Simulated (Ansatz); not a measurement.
# SiH₄+ (doublet): wave-function methods side by side at a displaced geometry (v2), cc-pVDZ

An exercise on one series of results from a longer session: the logs are not shown, and one member is left open.

The runs use Ansatz 0.2.0, Gaussian basis; cc-pVDZ, core rule «outside noble gas», up to 5 orbitals frozen.

The runs, in order: UHF; CCSD(T) on ROHF; CCSD(T) on UHF; BCCD(T) on ROHF; CISD; CCSDT(Q) on ROHF; CCSDT(Q) on UHF.

20 further runs of the same task are left out: 6 for a known fault of the program, 3 that didn't finish, 11 set aside as unsound or not needed.

**The geometry**

The geometry is a PBE0/def2-TZVP stationary point (not a proven minimum) with its atoms shifted at random (size 0.100 Å).

5 atoms, charge 1, spin multiplicity 2.

Atoms are counted from 1 here; the program's logs count them from 0.

Bond lengths: Si1–H2 1.562 Å, Si1–H3 1.561 Å, Si1–H4 1.467 Å, Si1–H5 1.668 Å. Angles: H2–Si1–H3 90.0°, H2–Si1–H4 91.7°, H2–Si1–H5 170.2°, H3–Si1–H4 176.0°, H3–Si1–H5 88.8°, H4–Si1–H5 88.8°.

As a file:

```
atom    x (Å)    y (Å)    z (Å)
 Si1   0.0115   0.0061   0.0014
  H2  -0.1645   1.1053   1.0968
  H3  -0.0936  -1.1018   1.0956
  H4   0.0232   1.0106  -1.0677
  H5  -0.0855  -1.1832  -1.1636
```

The first run:

Contents of in.yaml:

```yaml
crystal:
  periodic: [false, false, false]
  atoms:
    - {symbol: Si, position_ang: [0.011501, 0.006071, 0.001400]}
    - {symbol: H, position_ang: [-0.164539, 1.105304, 1.096773]}
    - {symbol: H, position_ang: [-0.093596, -1.101809, 1.095550]}
    - {symbol: H, position_ang: [0.023199, 1.010581, -1.067708]}
    - {symbol: H, position_ang: [-0.085537, -1.183241, -1.163634]}
basis:
  gaussian: {orbitals: cc-pVDZ}
total_charge: 1
magnetization: {spin_polarized: true, initial_magnetization: 1}
hamiltonian: {xc: hf}
output: {orbitals: {seedname: orbitals}}
```

Run with:

```
ansatz run in.yaml --threads 1 --pin off --events-out ev --progress --plain --max-ram 2393MiB
```

Steps of the session up to this table: UHF; CCSD(T) on ROHF; CCSD(T) on UHF; BCCD(T) on ROHF; CISD; CCSDT(Q) on ROHF; CCSDT(Q) on UHF.

One table of the session follows, with a row left open; its other results are not shown here.

```
   method  from UCCSDT(Q) (meV)
     ROHF               +3952.4
      UHF               +3607.4
     RMP2                     ?
     UMP2                +975.8
     CISD                +283.7
    RCCSD                +108.1
    UCCSD                +102.6
 RCCSD(T)                 +25.1
 UCCSD(T)                 +27.0
  BCCD(T)                 +26.0
   RCCSDT                  +2.1
   UCCSDT                  +2.0
RCCSDT(Q)                  +0.1
UCCSDT(Q)                     0
```

**Question.** Estimate the row for RMP2.

The run gave: from UCCSDT(Q) (meV): +956.4. In the column «from UCCSDT(Q) (meV)» it lies between CISD (+283.7) and UMP2 (+975.8).

Among the levels timed on like hardware and quicker than the yardstick, those that no quicker one beats, quickest first: CISD (0.6 s, +283.7 meV); UCCSD(T) (0.72 s, +27.0 meV); RCCSD(T) (0.79 s, +25.1 meV). Runs this short are mostly start-up, so their order is noise.

Caveats from the session: Restricted and unrestricted rows rest on different reference determinants; where their highest levels disagree by more than a few hundredths of an eV, they describe different states and don't form one ladder.
